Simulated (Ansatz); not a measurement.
## Ladder of methods for the elastic constant C13 of rhombohedral A7 Bi

Reference value: 25.4 GPa (measured, 4 K, zero-point motion not removed; as tabulated in Arnaud et al. (2016), arXiv:1602.08959).

Problem. Which of these levels comes closest to the reference?
A. PBE (Ansatz, a quantum-chemistry and plane-wave program)
B. PBEsol (Ansatz)
C. LDA (Ansatz)

Solution. B, PBEsol (Ansatz)

| level (code) | value (GPa) | cell (Å³/atom) | difference (%) |
|---|---|---|---|
| LDA (Ansatz) | 30.2 | 33.50 | +18.9 |
| PBE (Ansatz) | 19.4 | 36.92 | -24 |
| PBEsol (Ansatz) | 27.2 | 34.43 | +7.1 |

Closest of the ranked levels: PBEsol (+7.1 %). Once the reference is moved by up to 5.0 % (a margin picked here for doubts on the reference and the settings, and for temperature and zero-point motion) and values within 1.7 % count as equal, the farthest can be PBE (-24 %) or LDA (+18.9 %).

The measured value isn't corrected to a static lattice, so vibrations enter the comparison.  Density-functional levels without +SOC have no spin–orbit coupling. LDA: LDA has no dispersion term either, though it tends to give short spacings of layers, chains or molecules. PBE, PBEsol: the cell comes from a level without a dispersion term, which matters for the spacing of layers, chains or molecules. Each level is taken at its own relaxed cell. Ansatz's density-functional and Hartree–Fock values are scalar-relativistic unless marked +SOC, with PAW data made under PBE.

Differences are worked out from the printed values.
